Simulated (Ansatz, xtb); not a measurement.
**C3H5Cl3: 5 structures ranked**

5 gas-phase structures of C3H5Cl3, found in a search over its isomers (lower ones may exist). Each was relaxed with GFN2-xTB; where two conformers were screened, the lower at r2SCAN-D4/def2-SVP is listed:

A. `ClCCC(Cl)Cl`, a singlet
B. `CCC(Cl)(Cl)Cl`, a singlet
C. `CC(Cl)(Cl)CCl`, a singlet
D. `C[C@H](Cl)C(Cl)Cl`, a singlet
E. `ClCC(Cl)CCl`, a singlet

Task: Make a reasoned guess at their ranking by r2SCAN-D4/def2-SVP single-point energy.

Result: Calculated order at r2SCAN-D4/def2-SVP: C (0.0), E (0.7), D (1.2), A (1.8), B (4.9) kcal/mol. Less than 1 kcal/mol parts C and E; E and D; D and A, so the order within those pairs means little.

Energies above the lowest of each column, in kcal/mol; the last columns are at BLYP-D3(BJ)/def2-SVP geometries and were run for some of them only (a dash: not run or not comparable):

| structure | GFN2-xTB | HF/STO-3G | r2SCAN-D4/def2-SVP | BLYP-D3(BJ)/def2-SVP | CCSD(T)/def2-SVP + ΔMP2/def2-TZVPP |
| --- | --- | --- | --- | --- | --- |
| C | 0.0 | 2.6 | 0.0 | 0.0 | 0.5 |
| E | 4.1 | 0.0 | 0.7 | 0.2 | 0.0 |
| D | 2.5 | 3.6 | 1.2 | 0.7 | 1.6 |
| A | 3.1 | 1.2 | 1.8 | 1.2 | 1.6 |
| B | 1.0 | 8.8 | 4.9 | – | – |

CCSD(T)/def2-SVP + ΔMP2/def2-TZVPP has C and E within 1 kcal/mol of each other at the bottom, and every level picks one of them. CCSD(T)/def2-SVP + ΔMP2/def2-TZVPP orders those it was run on as E (0.0), C (0.5), D (1.6), A (1.6) kcal/mol. Less than 1 kcal/mol parts E and C; D and A, so the order within those pairs means little. Flexible structures stand in one conformer each, not always the lowest. Frequencies (BLYP-D3(BJ)/def2-SVP) were run for A, C, D, E alone. ΔMP2 is the change of the MP2 energy from the smaller to the larger basis.

Over these structures GFN2-xTB departs from r2SCAN-D4/def2-SVP by 1.9 kcal/mol on average once a common shift is removed. A GFN2-xTB relaxation took about 0.21 s and the r2SCAN-D4/def2-SVP energy about 4.2 s on a shared host (Ansatz 0.2.0, xtb 6.7.1).
